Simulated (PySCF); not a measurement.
From one molecule to another.

First species: C8H8BN3OS.
Z-matrix (Å and degrees, PBE0-D3(BJ)/def2-SVP geometry), rows numbered from 1:
```
N 
C   1  1.3398
S   2  1.6491  1  122.79
N   2  1.4224  1  113.28  3  -178.84
N   4  1.3566  2  112.55  1    13.50
C   5  1.2856  4  121.45  2   176.50
C   6  1.4434  5  125.75  4     0.12
C   7  1.4055  6  121.52  5  -177.68
C   8  1.3857  7  119.71  6   179.85
C   9  1.4017  8  120.17  7    -0.00
C  10  1.3883  9  120.03  8     0.18
C  11  1.4039 10  121.05  9    -0.09
B   4  1.4672  2  125.60  1  -164.36
O  13  1.3486  4  121.83  2     7.99
H   1  1.0093  2  116.93  3     5.53
H   1  1.0150  2  118.14  3   169.91
H   6  1.0956  5  115.03  4  -179.40
H   8  1.0933  7  119.74  6    -0.04
H   9  1.0925  8  120.02  7  -179.95
H  10  1.0924  9  119.86  8  -179.80
H  11  1.0953 10  118.60  9  -179.67
H  14  0.9619 13  112.21  4   176.28
```

Second species: sodium fluoride, NaF.
SMILES: `[F][Na]`

Levels: CAM-B3LYP/def2-SVPD for dipole moment, HOMO energy, LUMO energy, HOMO–LUMO gap, static isotropic polarisability and electronic spatial extent ⟨r²⟩ about the centre of nuclear charge; TDDFT CAM-B3LYP/def2-SVPD for lowest singlet excitation; TDA CAM-B3LYP/def2-SVPD for lowest triplet excitation (Tamm–Dancoff); PBE0-D3(BJ)/def2-SVP for smallest rotational constant. Geometries: PBE0-D3(BJ)/def2-SVP. Each species is one conformer at its optimised geometry, gas phase, non-relativistic unless stated; the electronic structure was computed with PySCF and density fitting.

The conformers computed, where there is a choice (atom-mapped SMILES and torsion angles):
- `[NH2:1][C:2](=[S:3])[N:4]1[N:5]=[CH:6][c:7]2[cH:8][cH:9][cH:10][cH:11][c:12]2[B:13]1[OH:14]`: N1–C2–N4–N5 14°, H–N1–C2–S3 6°, H–N1–C2–S3 170°, H–O14–B13–C12 -1°

| property | column X | column Y |
| --- | --- | --- |
| dipole moment | 6.11 D | 8.07 D |
| HOMO energy | -7.15 eV | -8.51 eV |
| LUMO energy | -0.95 eV | -1.02 eV |
| HOMO–LUMO gap | 6.20 eV | 7.49 eV |
| lowest singlet excitation | 3.27 eV | 4.63 eV |
| lowest triplet excitation (Tamm–Dancoff) | 3.00 eV | 4.55 eV |
| static isotropic polarisability | 163.3 au | 11.8 au |
| electronic spatial extent ⟨r²⟩ about the centre of nuclear charge | 3307 bohr² | 86 bohr² |
| smallest rotational constant | 0.313 GHz | 13.657 GHz |

Which column belongs to which species?

Column X is the first species and column Y the second. The first has 22 atoms and 106 electrons, the second 2 and 20.

How does each property change from the first species to the second?

dipole moment +1.96 D; HOMO energy -1.36 eV; LUMO energy -0.07 eV; HOMO–LUMO gap +1.29 eV; lowest singlet excitation +1.36 eV; lowest triplet excitation (Tamm–Dancoff) +1.55 eV; static isotropic polarisability -151.5 au; electronic spatial extent ⟨r²⟩ about the centre of nuclear charge -3221 bohr²; smallest rotational constant +13.344 GHz.

On the first: The polarisability is 24.19 Å³ as a volume (1 au = 0.148185 Å³), or 1.54 au for each of the 106 electrons. S1 lies 2.93 eV below the HOMO–LUMO gap; its leading configuration is HOMO→LUMO, weight 0.63.

On the second: The vertical singlet–triplet gap S1 − T1 is 0.08 eV (TDDFT singlet less Tamm–Dancoff triplet). Point group C∞v permits a dipole; with 8.07 D the species has a pure rotational spectrum.
